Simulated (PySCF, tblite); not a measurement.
**C3H7S radical: geometry, infrared bands and EPR parameters**

Wanted: the infrared bands and EPR parameters of C3H7S radical (`CC[CH]S`), by calculation.

The runs use tblite 0.8.0 and PySCF 2.14.0, with density-fitted response routines of our own; the level of theory stands in each step. All values are computed, except where a source is named. Atoms are numbered from 0 throughout.

## Step 1: The molecule as given

11 atoms, charge 0, multiplicity 2; geometry from: force field or distance geometry start.

Bonds of the start (Å): C0–C1 1.51, C1–C2 1.50, C2–S3 1.71, C0–H4 1.10, C0–H5 1.09, C0–H6 1.11, C1–H7 1.08, C1–H8 1.11, C2–H9 1.09, S3–H10 1.35.

## Step 2: Geometry optimisation with GFN2-xTB

The job: settings as JSON, then the geometry in Å.

```
{"job": {"kind": "relax", "xc": "GFN2-xTB", "basis": "xTB"}, "charge": 0, "multiplicity": 2}
C     -1.270500    -0.338700     0.380500
C      0.042500    -0.404600    -0.367900
C      0.802800     0.879100    -0.266900
S      2.148300     1.102300     0.766900
H     -1.820800    -1.284300     0.289500
H     -1.132700    -0.144300     1.446400
H     -1.914400     0.462800    -0.025400
H     -0.134200    -0.627500    -1.410400
H      0.646100    -1.244200     0.038000
H      0.450600     1.730000    -0.851400
H      2.187700    -0.128000     1.329300
```

Started as:

```
OMP_NUM_THREADS=1 python probes_run.py task.json out
```

One launch serves the whole session: the jobs run in the order shown.

**Question.** This job is followed by: GFN2-xTB harmonic vibrations, gas phase; UKS B3LYP, pcH-1 on C H S, non-relativistic, mean-field spin-orbit, GIAO. Predict these results of the whole session: strongest single infrared mode (GFN2-xTB); zero-point energy (GFN2-xTB); g(iso) (B3LYP); ⟨S²⟩; largest a(iso) (averaged by class); potential on the surface of density 0.002 e/bohr³, 1st and 99th percentile.

As calculated:

| quantity | value |
| --- | --- |
| strongest single infrared mode (GFN2-xTB) | 2377 cm⁻¹, 132 km/mol |
| zero-point energy (GFN2-xTB) | 55.3 kcal/mol |
| g(iso) (B3LYP) | 2.00428 |
| ⟨S²⟩ | 0.754 (exact 0.75) |
| largest a(iso) (averaged by class) | 13C on C2, 141.6 MHz |
| potential on the surface of density 0.002 e/bohr³, 1st and 99th percentile | -0.81 V and 1.23 V |

In words: The optimisation took 56 steps and gained 0.082 eV; among the close pairs (by a distance rule), C0–C1 changed most, from 1.513 to 1.538 Å. All 27 modes are real, so the xTB geometry is a minimum. The strongest single mode, at 2377 cm⁻¹, moves mainly H10. Unscaled tight-binding wavenumbers are off by several per cent, some by more. Its intensities can rank the bands wrongly. C2 carries the largest spin population, 0.86 e. The isotropic g lies 2.0 ppt above the free-electron value. These values are for one conformer; the search (at its own cheap level) found 1 more, at 1.40 kcal/mol, and measured spectra average over such forms.
